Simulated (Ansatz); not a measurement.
`CC(F)(F)F` → `F[C](F)F`• + `[CH3]`• at 298.15 K and 1 bar (homolysis of the C–C bond).

Program: Ansatz. Geometries: PBE0-D4/def2-TZVP. ΔE: electronic, gas phase. CCSD(T)/CBS is the MP2 limit (def2-TZVPP, def2-QZVPP) plus CCSD(T) − MP2 in def2-TZVPP, frozen cores. This one scheme is used for every species. Open shells (•) are unrestricted, without spin–orbit coupling.

```json
{"species": "`CC(F)(F)F`", "CCSD(T)/CBS energy (Eh)": "-377.30189", "H − E (kJ/mol)": "153.0", "S (J/(mol·K))": "286.2"}
{"species": "`F[C](F)F`•", "CCSD(T)/CBS energy (Eh)": "-337.34656", "H − E (kJ/mol)": "43.9", "S (J/(mol·K))": "264.3"}
{"species": "`[CH3]`•", "CCSD(T)/CBS energy (Eh)": "-39.78218", "H − E (kJ/mol)": "88.7", "S (J/(mol·K))": "194.6"}
```

H − E and S are ideal-gas, rigid-rotor, harmonic terms from PBE0-D4/def2-TZVP, with the whole ground term of open shells counted as degenerate. 1 Eh = 2625.50 kJ/mol, R = 8.31446 J/(mol·K).

By hand: ΔE, ΔH, ΔS and ΔG.

ΔE = (-337.34656) + (-39.78218) − (-377.30189) = 0.17315 Eh = 454.6 kJ/mol. Δ(H − E) = 43.9 + 88.7 − 153.0 = -20.4, so ΔH = 434.2 kJ/mol. ΔS = 264.3 + 194.6 − 286.2 = 172.7 J/(mol·K). ΔG = 434.2 − 298.15 × (172.7)/1000 = 382.7 kJ/mol.

By hand: the equilibrium constant, and the temperature at which ΔG would vanish if ΔH and ΔS stayed fixed.

log₁₀ K = −ΔG/(RT ln 10) = -67.0. ΔG = 0 at ΔH/ΔS = 2514 K, far beyond where these terms or the molecules hold.

The number of gas molecules changes by +1, which sets the sign of ΔS. A doubt of 5 kJ/mol in ΔE shifts log₁₀ K by 0.9 here. These are equilibria of isolated gas molecules and say nothing of rates. Largest T1 diagnostic: 0.014 (customary marks: 0.02 for closed shells, 0.045 for open ones).
